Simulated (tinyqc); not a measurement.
Inside a calculation. Method: LCCD on RHF in the sto-3g basis, frozen core, for CH3+, spin multiplicity 1. One step of it, computed by the program tinyqc.

Problem. Orthogonalisation. S = U s U^T; symmetric (Loewdin) form X = U s^(-1/2) U^T, so that X^T S X = 1.

overlap S, order 1C 1s, 1C 2s, 1C 2px, 1C 2py, 1C 2pz, 2H 1s, 3H 1s, 4H 1s:
```
[[1.000000, 0.248362, 0.000000, 0.000000, 0.000000, 0.045711, 0.045698, 0.045698],
 [0.248362, 1.000000, 0.000000, 0.000000, 0.000000, 0.417076, 0.417012, 0.417012],
 [0.000000, 0.000000, 1.000000, 0.000000, 0.000000, 0.418569, -0.209412, -0.209412],
 [0.000000, 0.000000, 0.000000, 1.000000, 0.000000, 0.000000, 0.362365, -0.362365],
 [0.000000, 0.000000, 0.000000, 0.000000, 1.000000, -0.003765, -0.003764, -0.003764],
 [0.045711, 0.417076, 0.418569, 0.000000, -0.003765, 1.000000, 0.097810, 0.097810],
 [0.045698, 0.417012, -0.209412, 0.362365, -0.003764, 0.097810, 1.000000, 0.097918],
 [0.045698, 0.417012, -0.209412, -0.362365, -0.003764, 0.097810, 0.097918, 1.000000]]
```

Give: eigenvalues of S; X.

Solution.

eigenvalues of S: [0.3398, 0.4360, 0.4362, 0.9718, 1.0002, 1.4658, 1.4662, 1.8838]

X, order 1C 1s, 1C 2s, 1C 2px, 1C 2py, 1C 2pz, 2H 1s, 3H 1s, 4H 1s:
```
[[1.0278, -0.1579, 0.0000, 0.0000, 0.0003, 0.0235, 0.0235, 0.0235],
 [-0.1579, 1.2934, 0.0000, 0.0000, -0.0024, -0.2667, -0.2667, -0.2667],
 [0.0000, 0.0000, 1.1374, 0.0000, 0.0000, -0.2798, 0.1400, 0.1400],
 [0.0000, 0.0000, 0.0000, 1.1373, 0.0000, 0.0000, -0.2422, 0.2422],
 [0.0003, -0.0024, 0.0000, 0.0000, 1.0000, 0.0024, 0.0024, 0.0024],
 [0.0235, -0.2667, -0.2798, 0.0000, 0.0024, 1.1809, -0.0219, -0.0219],
 [0.0235, -0.2667, 0.1400, -0.2422, 0.0024, -0.0219, 1.1808, -0.0219],
 [0.0235, -0.2667, 0.1400, 0.2422, 0.0024, -0.0219, -0.0219, 1.1808]]
```
